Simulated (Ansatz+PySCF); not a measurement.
The numbers below are computed, except where a source is named.
## PySCF 2.14.0 run

```python
from pyscf import gto, scf, cc

mol = gto.M(atom="""
C 0.000000 0.000000 2.190000
C 0.000000 0.000000 0.000000
B 0.000000 0.000000 -2.355000
""", basis='sto-3g', charge=0, spin=3)
mf = scf.UHF(mol)
mf.kernel()
mycc = cc.CCSD(mf, frozen=3).run()
et = mycc.ccsd_t()
print(mf.e_tot, mycc.e_corr, et, mycc.e_tot + et)
```

The script is written out from the run's settings.

Output:

```
Converged                       : yes
Reference energy                : -98.47021 hartree
CCSD correlation energy         : -0.19887 hartree
Triples correction              : -0.01399 hartree
Total energy                    : -98.68307 hartree
Spin squared of the determinant : 3.903
```

This is not the lowest solution: another run reaches a determinant 2.76 eV lower. Caution: large share of triples, a single reference is doubtful; the unrestricted determinant is spin contaminated; another reference gives a lower total.
